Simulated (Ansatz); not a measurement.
A nudged elastic band was laid between two geometries of BFH2 + H4Si (9 atoms, charge 0, multiplicity 1).

The calculation used Ansatz 0.2.0, RKS r2SCAN/6-31G*.

```
movable images  : 7
climbing image  : yes
spring          : 5.0 eV/Å²
optimiser       : quadratic models (default)
start path      : through a guess of the saddle point
force threshold : 0.05 eV/Å
iteration limit : 60
end points      : relaxed
```

Image 0:

```xyz
9
Properties=species:S:1:pos:R:3
B 0.036 -0.633 -0.102
H -0.082 -1.307 0.883
F 1.263 -0.378 -0.540
H -0.887 -0.209 -0.742
Si 0.061 2.672 1.149
H 0.924 3.251 2.211
H 0.739 2.770 -0.168
H -1.242 3.386 1.106
H -0.190 1.236 1.467
```

Image 8:

```xyz
9
Properties=species:S:1:pos:R:3
B 0.307 0.637 -0.361
H -0.921 -0.752 1.958
F 1.478 0.007 -0.377
H -0.610 0.081 -0.910
Si 0.187 2.478 0.508
H 1.132 2.628 1.651
H 0.546 3.508 -0.515
H -1.194 2.779 0.981
H -0.302 -0.578 2.330
```

**Question.** Which bonds break or form, and what moves?

**Answer.** Bonds broken: B1–H2, Si5–H9. Bonds formed: B1–Si5, H2–H9. BFH2 + H4Si becomes BFH4Si + H2.

**Question.** What energy profile does the band end with?

**Answer.** The run converged. The highest image is number 4 of 0 to 8, 97.8 kJ/mol above the first end and 51.2 kJ/mol above the last; the last end lies 46.6 kJ/mol above the first. A vibrational analysis at the climbing image gives one clearly imaginary mode, 853i cm⁻¹: a first-order saddle point. The orbitals stay closed-shell, which can raise the energy where a bond breaks towards radicals; this wasn't checked here.

| image | path coordinate (Å) | energy (kJ/mol) | B1–H2 (Å) | Si5–H9 (Å) | B1–Si5 (Å) |
| --- | --- | --- | --- | --- | --- |
| 0 | 0.00 | 0.0 | 1.20 | 1.49 | 3.53 |
| 1 | 0.64 | 1.2 | 1.20 | 1.49 | 3.24 |
| 2 | 1.29 | 9.4 | 1.20 | 1.50 | 2.84 |
| 3 | 1.93 | 35.2 | 1.21 | 1.59 | 2.37 |
| 4 | 2.58 | 97.8 | 1.31 | 2.06 | 2.09 |
| 5 | 3.11 | 78.2 | 1.72 | 2.47 | 2.03 |
| 6 | 3.65 | 56.8 | 2.20 | 2.81 | 2.04 |
| 7 | 4.18 | 47.9 | 2.62 | 3.19 | 2.04 |
| 8 | 4.72 | 46.6 | 2.97 | 3.59 | 2.04 |

**Question.** What is the geometry of the highest image?

**Answer.** 
```xyz
9
Properties=species:S:1:pos:R:3:forces:R:3
B 0.142 0.265 0.210 0.00 0.00 0.00
H -0.484 -0.539 1.028 0.00 0.00 0.00
F 1.397 -0.200 -0.102 0.00 0.00 0.00
H -0.770 0.261 -0.577 0.00 0.00 0.00
Si 0.119 2.282 0.757 0.00 0.00 0.00
H 1.030 2.638 1.881 0.00 0.00 0.00
H 0.595 2.982 -0.466 0.00 0.00 0.00
H -1.259 2.738 1.093 0.00 0.00 0.00
H -0.148 0.360 1.441 0.00 0.00 0.00
```

**Question.** What are the harmonic wavenumbers there?

**Answer.** 853i, 154, 182, 411, 508, 601, 661, 883, 894, 936, 955, 1013, 1106, 1191, 1270, 2128, 2239, 2252, 2262, 2331, 2603 cm⁻¹.

Run time: 7.6 min on 1 thread of Arm Neoverse V2, on a shared host, peak memory 0.12 GiB.
